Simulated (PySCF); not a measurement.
Molecule: SMILES CS(=O)(=O)[O-], [CH₃O₃S]-.

Mapped SMILES: `[CH3:1][S:2](=[O:3])(=[O:4])[O-:5]`. Each H is labelled by its parent atom.

Geometry PBE0-D3(BJ)/def2-SVP throughout; GIAO in PySCF 2.14.0 with density-fitted response routines, gas phase, one conformer, non-relativistic; equivalent atoms averaged; basis pcSseg-2.

(1) How do the shifts δ (against TMS, CS2, H2O at the same level) depend on the functional? (ppm; last column core-seconds on shared hosts with different chips, so compare them loosely; the GGAs took longer than the global hybrids here, which isn't the general rule, and the cause wasn't traced)

(2) Which nucleus moves most, in ppm?

Answers

(1) 
```
functional                    kind    C1     S2  O3/O4/O5  H(C1)  core-s
        HF            Hartree–Fock  40.5  349.6     192.3   1.58      18
       LDA                     LDA  44.7  354.7     274.0   2.06      17
       PBE                     GGA  42.9  342.2     254.9   1.99      23
      BLYP                     GGA  43.7  354.7     252.9   2.03      22
      BP86                     GGA  43.2  345.0     253.8   2.01      21
      OPBE                     GGA  40.2  320.5     242.4   1.89      22
       KT2                     GGA  41.7  333.9     248.7   1.95      24
       KT3                     GGA  40.6  326.1     238.1   1.90      23
     B97-D                     GGA  42.5  346.4     243.0   1.99      23
     B3LYP           global hybrid  43.7  359.0     242.6   1.87      16
      PBE0           global hybrid  42.8  348.2     240.7   1.81      16
  mPW1PW91           global hybrid  42.8  348.9     239.6   1.80      17
      WP04           global hybrid  44.1  341.8     230.5   1.81      18
     B97-2           global hybrid  42.3  347.0     234.6   1.82      17
 BHandHLYP           global hybrid  43.0  359.9     225.4   1.73      16
 CAM-B3LYP  range-separated hybrid  44.6  364.1     240.2   1.82      22
   wB97X-D  range-separated hybrid  44.2  351.7     236.6   1.79      22
   LC-wPBE  range-separated hybrid  44.5  350.6     232.5   1.74      30
```

(2) O3/O4/O5 (oxygen of an anionic S–O group): from 192.3 ppm with HF to 274.0 ppm with LDA. The smallest spread is 0.48 ppm, at H(C1). Proton shifts span only some 12 ppm, so a few tenths of a ppm matter as much there as several ppm in carbon.
